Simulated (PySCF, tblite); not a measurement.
# C₄H₄F₂: geometry, infrared bands, NMR shifts and spin-spin couplings

Wanted: the infrared bands, NMR shifts and spin-spin couplings of C₄H₄F₂ (`F/C=C/C=C/F`), by calculation.

The runs use tblite 0.8.0 and PySCF 2.14.0, with density-fitted response routines of our own; the level of theory stands in each step. All values are computed, except where a source is named. Atoms are numbered from 0 throughout.

**1. The starting structure**

10 atoms, charge 0, multiplicity 1; geometry from: force field or distance geometry start.

Bonds of the start (Å): F0–C1 1.34, C1–C2 1.35, C2–C3 1.46, C3–C4 1.31, C4–F5 1.37, C1–H6 1.08, C2–H7 1.09, C3–H8 1.11, C4–H9 1.08.

**2. Geometry optimisation with GFN2-xTB**

The job: settings as JSON, then the geometry in Å.

```
{"job": {"kind": "relax", "xc": "GFN2-xTB", "basis": "xTB"}, "charge": 0, "multiplicity": 1}
F     -2.792500    -0.753400    -0.562000
C     -1.471300    -0.986600    -0.466900
C     -0.709400     0.050700    -0.074700
C      0.738900    -0.072200     0.062000
C      1.429600     0.966900     0.450700
F      2.786800     0.850100     0.581300
H     -1.026700    -1.954600    -0.668000
H     -1.206300     1.005000     0.120600
H      1.244600    -1.042500    -0.125600
H      1.015300     1.941400     0.660200
```

Run with:

```sh
$ OMP_NUM_THREADS=1 python probes_run.py task.json out
```

One launch serves the whole session: the jobs run in the order shown.

**Question.** This job is followed by: GFN2-xTB harmonic vibrations, gas phase; GIAO PBE0/pcSseg-1 NMR shielding, non-relativistic, gas phase; B3LYP/pcJ-1 indirect spin-spin coupling, non-relativistic, gas phase. Predict these results of the whole session: strongest single infrared mode (GFN2-xTB); zero-point energy (GFN2-xTB); 13C shifts against TMS (PBE0/pcSseg-1, means over atoms taken as alike); 1H shifts against TMS (PBE0/pcSseg-1, means over atoms taken as alike); 19F shifts against CFCl3 (PBE0/pcSseg-1, means over atoms taken as alike); largest coupling of the table (B3LYP/pcJ-1).

The runs gave:

| quantity | value |
| --- | --- |
| strongest single infrared mode (GFN2-xTB) | 1077 cm⁻¹, 394 km/mol |
| zero-point energy (GFN2-xTB) | 42.4 kcal/mol |
| 13C shifts against TMS (PBE0/pcSseg-1, means over atoms taken as alike) | 162.3, 113.3 ppm |
| 1H shifts against TMS (PBE0/pcSseg-1, means over atoms taken as alike) | 7.15, 6.05 ppm |
| 19F shifts against CFCl3 (PBE0/pcSseg-1, means over atoms taken as alike) | -121.7 ppm |
| largest coupling of the table (B3LYP/pcJ-1) | 1J(F,C) F0–C1, -336.3 Hz |

What this shows: Relaxing lowered the energy by 0.193 eV in 30 steps; the close pair that moved most is C3–H8, from 1.110 to 1.080 Å. No mode is imaginary among the 24: a minimum at this level. The strongest single mode, at 1077 cm⁻¹, has its largest shares on C1, C4, F0 and F5 (the list is cut at 4 atoms). Unscaled tight-binding wavenumbers are off by several per cent, some by more. Its intensities can rank the bands wrongly. At PBE0/pcSseg-1: Shielding is most anisotropic at F0, F5 (span 193 ppm, paramagnetic term -177 ppm). Of the pairs tabulated at B3LYP/pcJ-1, F0–C1 (mean over like pairs) couples most strongly (-336.3 Hz; Fermi contact -318.1 Hz). Couplings across rotatable bonds belong to this one conformer; where others are populated, the observed values are averages. Density functionals describe couplings to fluorine poorly, F–F couplings above all, so those rows are rough.
